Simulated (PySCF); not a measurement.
B3LYP has the VWN-RPA correlation part, as in Gaussian. 

**CH4, SMILES `C` (charge 0, multiplicity 1)**

Level of theory: B3LYP-D3(BJ)/def2-TZVP in PySCF 2.14.0.

```yaml
HOMO: -10.76 eV
dipole_moment: 0.00 D
LUMO: 1.30 eV
HOMO–LUMO gap: 12.07 eV
total_energy: -40.5395 Ha
cost: around 2.7 core-seconds (rough)
```

```xyz
5

C      0.0000     0.0000     0.0000
H     -0.6222    -0.7709    -0.4527
H     -0.4079     0.2708     0.9729
H      0.0161     0.8782    -0.6441
H      1.0139    -0.3781     0.1239
```
